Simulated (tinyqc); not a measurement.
Inside a calculation (part 2 of 2). Method: ROHF in the sto-6g basis, for NH, spin multiplicity 3. Computed by tinyqc, a small Python program that keeps every step (integrals from PySCF). Command: `OMP_NUM_THREADS=1 python tinyqc.py 28563 28564 out.jsonl` (the two numbers bound the seeds that draw the settings). One thread of a shared host (Intel(R) Xeon(R) Processor @ 2.60GHz), about 0.08 s of CPU time with the checks.

Geometry (angstrom):
```
atom         x         y         z
N     0.000000  0.000000  0.000000
H     0.000000  0.000000  1.564000
```

## Iteration 3: building the Fock matrix

D(alpha) after iteration 2, order 1N 1s, 1N 2s, 1N 2px, 1N 2py, 1N 2pz, 2H 1s:
$$\begin{pmatrix}
1.056777 & -0.249974 & 0.003253 & -0.011960 & -0.002946 & 0.032924 \\
-0.249974 & 1.105519 & -0.021052 & 0.077402 & 0.018457 & -0.210469 \\
0.003253 & -0.021052 & 0.952709 & 0.173873 & -0.094115 & 0.105761 \\
-0.011960 & 0.077402 & 0.173873 & 0.360730 & 0.346029 & -0.388848 \\
-0.002946 & 0.018457 & -0.094115 & 0.346029 & 0.874089 & -0.051494 \\
0.032924 & -0.210469 & 0.105761 & -0.388848 & -0.051494 & 0.881398
\end{pmatrix}$$

D(beta) after iteration 2, order 1N 1s, 1N 2s, 1N 2px, 1N 2py, 1N 2pz, 2H 1s:
$$\begin{pmatrix}
1.053862 & -0.234696 & 0.014351 & 0.019274 & 0.019938 & -0.009655 \\
-0.234696 & 1.025286 & -0.067533 & -0.086076 & -0.106584 & 0.014724 \\
0.014351 & -0.067533 & 0.067008 & 0.039787 & 0.187726 & 0.119851 \\
0.019274 & -0.086076 & 0.039787 & 0.025833 & 0.107498 & 0.064655 \\
0.019938 & -0.106584 & 0.187726 & 0.107498 & 0.533059 & 0.347472 \\
-0.009655 & 0.014724 & 0.119851 & 0.064655 & 0.347472 & 0.233571
\end{pmatrix}$$

core Hamiltonian H = T + V (hartree), order 1N 1s, 1N 2s, 1N 2px, 1N 2py, 1N 2pz, 2H 1s:
$$\begin{pmatrix}
-24.775416 & -5.403424 & 0.000000 & 0.000000 & -0.007019 & -0.400928 \\
-5.403424 & -6.530351 & 0.000000 & 0.000000 & -0.084111 & -1.125520 \\
0.000000 & 0.000000 & -5.246749 & 0.000000 & 0.000000 & 0.000000 \\
0.000000 & 0.000000 & 0.000000 & -5.246749 & 0.000000 & 0.000000 \\
-0.007019 & -0.084111 & 0.000000 & 0.000000 & -5.291469 & -1.018778 \\
-0.400928 & -1.125520 & 0.000000 & 0.000000 & -1.018778 & -2.832236
\end{pmatrix}$$

Two-electron integrals (ij|kl) in chemists' order, unique and non-zero (hartree):
```
(11|11) 4.168742   (21|11) 0.583648   (21|21) 0.104114   (22|11) 0.968487
(22|21) 0.214450   (22|22) 0.708398   (31|31) 0.022075   (32|31) 0.033611
(32|32) 0.156576   (33|11) 0.968488   (33|21) 0.214450   (33|22) 0.708398
(33|33) 0.763241   (41|41) 0.022075   (42|41) 0.033611   (42|42) 0.156576
(43|43) 0.041133   (44|11) 0.968488   (44|21) 0.214450   (44|22) 0.708398
(44|33) 0.680975   (44|44) 0.763241   (51|51) 0.022075   (52|51) 0.033611
(52|52) 0.156576   (53|53) 0.041133   (54|54) 0.041133   (55|11) 0.968488
(55|21) 0.214450   (55|22) 0.708398   (55|33) 0.680975   (55|44) 0.680975
(55|55) 0.763241   (61|11) 0.045460   (61|21) 0.007792   (61|22) 0.015764
(61|33) 0.015723   (61|44) 0.015723   (61|51) 0.000437   (61|52) 0.000868
(61|55) 0.015846   (61|61) 0.000596   (62|11) 0.140500   (62|21) 0.031686
(62|22) 0.119652   (62|33) 0.117085   (62|44) 0.117085   (62|51) 0.002826
(62|52) 0.022788   (62|55) 0.124784   (62|61) 0.002416   (62|62) 0.029163
(63|31) 0.003007   (63|32) 0.018048   (63|53) 0.004310   (63|63) 0.003283
(64|41) 0.003007   (64|42) 0.018048   (64|54) 0.004310   (64|64) 0.003283
(65|11) 0.125959   (65|21) 0.028735   (65|22) 0.114951   (65|33) 0.109931
(65|44) 0.109931   (65|51) 0.005103   (65|52) 0.037456   (65|55) 0.124991
(65|61) 0.002266   (65|62) 0.033483   (65|65) 0.041041   (66|11) 0.337255
(66|21) 0.077327   (66|22) 0.333629   (66|33) 0.321397   (66|44) 0.321397
(66|51) 0.006824   (66|52) 0.077937   (66|55) 0.358094   (66|61) 0.005912
(66|62) 0.115173   (66|65) 0.146620   (66|66) 0.774999
```

nuclear repulsion = 2.36844020 hartree

J_ij = sum D_kl (ij|kl) with D = D(alpha) + D(beta), K_ij = sum D_kl (ik|jl) for each spin; F = H + J - K(s); E = tr D H + tr D J / 2 - 0.5 sum_s tr D(s) K(s) + E_nn.

Coulomb J (hartree), order 1N 1s, 1N 2s, 1N 2px, 1N 2py, 1N 2pz, 2H 1s:
$$\begin{pmatrix}
13.419088 & 2.282426 & -0.003821 & -0.002210 & 0.004369 & 0.173273 \\
2.282426 & 5.732658 & -0.018413 & -0.013927 & 0.073734 & 0.994039 \\
-0.003821 & -0.018413 & 5.723789 & 0.017577 & 0.009646 & -0.000804 \\
-0.002210 & -0.013927 & 0.017577 & 5.671702 & 0.034515 & 0.001511 \\
0.004369 & 0.073734 & 0.009646 & 0.034515 & 5.802485 & 0.981754 \\
0.173273 & 0.994039 & -0.000804 & 0.001511 & 0.981754 & 3.196205
\end{pmatrix}$$

exchange K(alpha) (hartree), order 1N 1s, 1N 2s, 1N 2px, 1N 2py, 1N 2pz, 2H 1s:
$$\begin{pmatrix}
4.277222 & 0.656103 & -0.000019 & 0.000071 & 0.000509 & 0.053703 \\
0.656103 & 1.103551 & -0.003111 & 0.011437 & 0.008441 & 0.209595 \\
-0.000019 & -0.003111 & 0.952611 & 0.125555 & -0.055879 & 0.020803 \\
0.000071 & 0.011437 & 0.125555 & 0.525138 & 0.205448 & -0.076485 \\
0.000509 & 0.008441 & -0.055879 & 0.205448 & 0.908659 & 0.228104 \\
0.053703 & 0.209595 & 0.020803 & -0.076485 & 0.228104 & 0.692961
\end{pmatrix}$$

exchange K(beta) (hartree), order 1N 1s, 1N 2s, 1N 2px, 1N 2py, 1N 2pz, 2H 1s:
$$\begin{pmatrix}
4.239678 & 0.605375 & -0.000292 & -0.001049 & 0.000334 & 0.050199 \\
0.605375 & 0.858932 & -0.038658 & -0.060935 & -0.021329 & 0.197492 \\
-0.000292 & -0.038658 & 0.246389 & 0.028731 & 0.149250 & 0.051502 \\
-0.001049 & -0.060935 & 0.028731 & 0.216656 & 0.085011 & 0.022002 \\
0.000334 & -0.021329 & 0.149250 & 0.085011 & 0.676146 & 0.247599 \\
0.050199 & 0.197492 & 0.051502 & 0.022002 & 0.247599 & 0.330717
\end{pmatrix}$$

F(alpha) (hartree), order 1N 1s, 1N 2s, 1N 2px, 1N 2py, 1N 2pz, 2H 1s:
$$\begin{pmatrix}
-15.633550 & -3.777100 & -0.003802 & -0.002280 & -0.003160 & -0.281358 \\
-3.777100 & -1.901244 & -0.015303 & -0.025364 & -0.018818 & -0.341075 \\
-0.003802 & -0.015303 & -0.475571 & -0.107978 & 0.065525 & -0.021606 \\
-0.002280 & -0.025364 & -0.107978 & -0.100185 & -0.170933 & 0.077996 \\
-0.003160 & -0.018818 & 0.065525 & -0.170933 & -0.397643 & -0.265128 \\
-0.281358 & -0.341075 & -0.021606 & 0.077996 & -0.265128 & -0.328992
\end{pmatrix}$$

F(beta) (hartree), order 1N 1s, 1N 2s, 1N 2px, 1N 2py, 1N 2pz, 2H 1s:
$$\begin{pmatrix}
-15.596006 & -3.726372 & -0.003529 & -0.001160 & -0.002985 & -0.277854 \\
-3.726372 & -1.656625 & 0.020245 & 0.047008 & 0.010951 & -0.328972 \\
-0.003529 & 0.020245 & 0.230651 & -0.011154 & -0.139605 & -0.052305 \\
-0.001160 & 0.047008 & -0.011154 & 0.208296 & -0.050496 & -0.020490 \\
-0.002985 & 0.010951 & -0.139605 & -0.050496 & -0.165130 & -0.284623 \\
-0.277854 & -0.328972 & -0.052305 & -0.020490 & -0.284623 & 0.033252
\end{pmatrix}$$

total energy of this density = -54.53353140 hartree

## Iteration 3: Roothaan effective Fock matrix

overlap S, order 1N 1s, 1N 2s, 1N 2px, 1N 2py, 1N 2pz, 2H 1s:
$$\begin{pmatrix}
1.000000 & 0.229416 & 0.000000 & 0.000000 & 0.000000 & 0.016896 \\
0.229416 & 1.000000 & 0.000000 & 0.000000 & 0.000000 & 0.222133 \\
0.000000 & 0.000000 & 1.000000 & 0.000000 & 0.000000 & 0.000000 \\
0.000000 & 0.000000 & 0.000000 & 1.000000 & 0.000000 & 0.000000 \\
0.000000 & 0.000000 & 0.000000 & 0.000000 & 1.000000 & 0.234339 \\
0.016896 & 0.222133 & 0.000000 & 0.000000 & 0.234339 & 1.000000
\end{pmatrix}$$

With projectors Pc = D(beta) S, Po = (D(alpha) - D(beta)) S, Pv = 1 - D(alpha) S, the block xy is Px^T F Py; with Fc = (F(alpha) + F(beta))/2, the blocks are Fc for cc, oo, vv and cv, F(beta) for co and F(alpha) for ov.

effective F (hartree), order 1N 1s, 1N 2s, 1N 2px, 1N 2py, 1N 2pz, 2H 1s:
$$\begin{pmatrix}
-15.614806 & -3.751241 & -0.002305 & 0.001698 & -0.001733 & -0.283333 \\
-3.751241 & -1.773173 & 0.008826 & 0.028258 & 0.003780 & -0.352653 \\
-0.002305 & 0.008826 & -0.121961 & -0.060500 & -0.035888 & -0.035340 \\
0.001698 & 0.028258 & -0.060500 & 0.054198 & -0.106876 & 0.036493 \\
-0.001733 & 0.003780 & -0.035888 & -0.106876 & -0.278593 & -0.274819 \\
-0.283333 & -0.352653 & -0.035340 & 0.036493 & -0.274819 & -0.165232
\end{pmatrix}$$

## Iteration 3: diagonalisation and new density

X, order 1N 1s, 1N 2s, 1N 2px, 1N 2py, 1N 2pz, 2H 1s:
$$\begin{pmatrix}
0.438378 & 0.675750 & 0.000000 & 0.000000 & -0.546687 & 0.330638 \\
-0.745331 & -0.422873 & 0.000000 & 0.000000 & -0.355601 & 0.504082 \\
0.000000 & 0.000000 & 0.657230 & 0.753690 & 0.000000 & 0.000000 \\
0.000000 & 0.000000 & 0.753690 & -0.657230 & 0.000000 & 0.000000 \\
-0.492257 & 0.617962 & 0.000000 & 0.000000 & 0.579223 & 0.318901 \\
0.757986 & -0.405309 & 0.000000 & 0.000000 & 0.342673 & 0.511546
\end{pmatrix}$$

Diagonalise F' = X^T F X, C = X C', fill 5 alpha and 3 beta electrons from the bottom; D(s) = C_occ C_occ^T. Each column has its largest component positive (the first on a tie).

F' = X^T F X (hartree):
$$\begin{pmatrix}
-1.278140 & -2.736940 & 0.034205 & -0.051998 & 2.548802 & -1.655782 \\
-2.736940 & -5.268482 & -0.077706 & 0.050322 & 5.335632 & -3.847818 \\
0.034205 & -0.077706 & -0.081832 & -0.095494 & -0.068361 & -0.017439 \\
-0.051998 & 0.050322 & -0.095494 & 0.014068 & 0.013472 & -0.019072 \\
2.548802 & 5.335632 & -0.068361 & 0.013472 & -6.379789 & 4.474235 \\
-1.655782 & -3.847818 & -0.017439 & -0.019072 & 4.474235 & -3.846119
\end{pmatrix}$$

orbital energies (hartree): MO1 -15.616883, MO2 -0.930567, MO3 -0.411925, MO4 -0.125657, MO5 0.017163, MO6 0.227575

coefficients C, order 1N 1s, 1N 2s, 1N 2px, 1N 2py, 1N 2pz, 2H 1s:
$$\begin{pmatrix}
0.997099 & -0.242083 & 0.028919 & -0.014370 & -0.039237 & 0.040099 \\
0.012437 & 0.996770 & -0.153143 & 0.070599 & 0.206297 & -0.224032 \\
0.000139 & -0.009533 & 0.190061 & 0.940264 & -0.258304 & -0.113877 \\
-0.000124 & -0.033049 & 0.177485 & 0.245103 & 0.788278 & 0.534742 \\
0.000405 & -0.003109 & 0.773327 & -0.152010 & 0.280817 & -0.601150 \\
-0.001339 & 0.106333 & 0.430148 & -0.148347 & -0.563704 & 0.762769
\end{pmatrix}$$

D(alpha) after iteration 3, order 1N 1s, 1N 2s, 1N 2px, 1N 2py, 1N 2pz, 2H 1s:
$$\begin{pmatrix}
1.055393 & -0.242439 & 0.004566 & -0.021442 & 0.014685 & 0.009612 \\
-0.242439 & 1.064700 & -0.025512 & 0.119799 & -0.074323 & -0.086665 \\
0.004566 & -0.025512 & 0.987032 & 0.060895 & -0.068457 & 0.086862 \\
-0.021442 & 0.119799 & 0.060895 & 0.714051 & 0.321460 & -0.407885 \\
0.014685 & -0.074323 & -0.068457 & 0.321460 & 0.700009 & 0.196566 \\
0.009612 & -0.086665 & 0.086862 & -0.407885 & 0.196566 & 0.536104
\end{pmatrix}$$

D(beta) after iteration 3, order 1N 1s, 1N 2s, 1N 2px, 1N 2py, 1N 2pz, 2H 1s:
$$\begin{pmatrix}
1.053647 & -0.233330 & 0.007942 & 0.013010 & 0.023519 & -0.014638 \\
-0.233330 & 1.017157 & -0.038607 & -0.060125 & -0.121523 & 0.040099 \\
0.007942 & -0.038607 & 0.036214 & 0.034048 & 0.147009 & 0.080740 \\
0.013010 & -0.060125 & 0.034048 & 0.032593 & 0.137357 & 0.072831 \\
0.023519 & -0.121523 & 0.147009 & 0.137357 & 0.598044 & 0.332313 \\
-0.014638 & 0.040099 & 0.080740 & 0.072831 & 0.332313 & 0.196335
\end{pmatrix}$$

## Iteration 16 (converged): orbitals

converged F (hartree), order 1N 1s, 1N 2s, 1N 2px, 1N 2py, 1N 2pz, 2H 1s:
$$\begin{pmatrix}
-15.552679 & -3.739186 & -0.000001 & 0.000001 & -0.011251 & -0.279774 \\
-3.739186 & -1.742695 & 0.000004 & 0.000007 & -0.005132 & -0.353182 \\
-0.000001 & 0.000004 & -0.073768 & 0.000000 & -0.000002 & -0.000007 \\
0.000001 & 0.000007 & 0.000000 & -0.073768 & -0.000001 & 0.000010 \\
-0.011251 & -0.005132 & -0.000002 & -0.000001 & -0.134900 & -0.330323 \\
-0.279774 & -0.353182 & -0.000007 & 0.000010 & -0.330323 & -0.207779
\end{pmatrix}$$

As before.

F' = X^T F X (hartree):
$$\begin{pmatrix}
-1.204822 & -2.780911 & -0.000002 & -0.000007 & 2.474642 & -1.690792 \\
-2.780911 & -5.171288 & -0.000006 & 0.000004 & 5.381017 & -3.815840 \\
-0.000002 & -0.000006 & -0.073768 & 0.000000 & -0.000003 & 0.000004 \\
-0.000007 & 0.000004 & 0.000000 & -0.073768 & -0.000003 & -0.000007 \\
2.474642 & 5.381017 & -0.000003 & -0.000003 & -6.323006 & 4.447033 \\
-1.690792 & -3.815840 & 0.000004 & -0.000007 & 4.447033 & -3.846135
\end{pmatrix}$$

orbital energies (hartree): MO1 -15.554837, MO2 -0.902809, MO3 -0.368983, MO4 -0.073768, MO5 -0.073768, MO6 0.281378

coefficients C, order 1N 1s, 1N 2s, 1N 2px, 1N 2py, 1N 2pz, 2H 1s:
$$\begin{pmatrix}
0.997041 & -0.240636 & 0.051716 & -0.000003 & -0.000001 & 0.048262 \\
0.012702 & 0.988315 & -0.263797 & 0.000012 & 0.000005 & -0.261483 \\
0.000000 & -0.000003 & 0.000023 & 0.728907 & -0.684613 & -0.000013 \\
0.000000 & -0.000009 & -0.000012 & 0.684613 & 0.728907 & 0.000021 \\
0.001098 & 0.023093 & 0.649858 & -0.000001 & 0.000035 & -0.799087 \\
-0.001702 & 0.129409 & 0.626979 & -0.000009 & -0.000005 & 0.841468
\end{pmatrix}$$

D(alpha) after iteration 16, order 1N 1s, 1N 2s, 1N 2px, 1N 2py, 1N 2pz, 2H 1s:
$$\begin{pmatrix}
1.054672 & -0.238802 & 0.000001 & -0.000001 & 0.029146 & -0.000413 \\
-0.238802 & 1.046517 & -0.000003 & 0.000006 & -0.148594 & -0.037520 \\
0.000001 & -0.000003 & 1.000000 & 0.000000 & -0.000010 & 0.000011 \\
-0.000001 & 0.000006 & 0.000000 & 1.000000 & 0.000017 & -0.000018 \\
0.029146 & -0.148594 & -0.000010 & 0.000017 & 0.422850 & 0.410434 \\
-0.000413 & -0.037520 & 0.000011 & -0.000018 & 0.410434 & 0.409853
\end{pmatrix}$$

D(beta) after iteration 16, order 1N 1s, 1N 2s, 1N 2px, 1N 2py, 1N 2pz, 2H 1s:
$$\begin{pmatrix}
1.054672 & -0.238802 & 0.000002 & 0.000002 & 0.029146 & -0.000413 \\
-0.238802 & 1.046517 & -0.000009 & -0.000006 & -0.148594 & -0.037520 \\
0.000002 & -0.000009 & 0.000000 & 0.000000 & 0.000015 & 0.000014 \\
0.000002 & -0.000006 & 0.000000 & 0.000000 & -0.000008 & -0.000009 \\
0.029146 & -0.148594 & 0.000015 & -0.000008 & 0.422850 & 0.410434 \\
-0.000413 & -0.037520 & 0.000014 & -0.000009 & 0.410434 & 0.409853
\end{pmatrix}$$

Within a degenerate level the vectors are fixed only up to a rotation; this is one choice.

## Convergence

Stop when the energy changes by less than 1e-08 hartree and every element of the error matrix X^T (F D S - S D F) X is below 3e-05.

Course of the cycle:
```
iteration   E (hartree)     change  largest element of the error matrix
1          -39.31932933          -                             4.85e+00
2          -54.27414929  -1.50e+01                             2.32e-01
3          -54.53353140  -2.59e-01                             6.72e-02
4          -54.59243165  -5.89e-02                             7.85e-02
5          -54.65573996  -6.33e-02                             4.56e-02
6          -54.68370098  -2.80e-02                             2.36e-02
7          -54.68843225  -4.73e-03                             9.93e-03
8          -54.68923675  -8.04e-04                             4.46e-03
9          -54.68940396  -1.67e-04                             2.02e-03
10         -54.68943939  -3.54e-05                             9.11e-04
11         -54.68944699  -7.60e-06                             4.11e-04
12         -54.68944864  -1.65e-06                             1.85e-04
13         -54.68944900  -3.59e-07                             8.36e-05
14         -54.68944908  -7.91e-08                             3.77e-05
15         -54.68944909  -1.76e-08                             1.70e-05
16         -54.68944910  -3.93e-09                             7.67e-06
```

PySCF ROHF in the same basis = -54.68944910 hartree

Converged in 16 iterations.

## Populations, bond orders and dipole

Mulliken: Z minus the diagonal of D S on the atom; Loewdin: the same with S^(1/2) D S^(1/2); Mayer order: 2 sum_s sum (D(s) S)_ij (D(s) S)_ji over the two atoms.

Charges (e):
```
atom   Mulliken    Loewdin  Mulliken spin
1N    -0.004616   0.003801       2.000000
2H     0.004616  -0.003801       3.10e-11
```

Mayer bond orders:
```
pair     order
2-1   0.999979
```

dipole moment about the origin, x y z (debye): [0.000028, 0.000023, 0.638448]
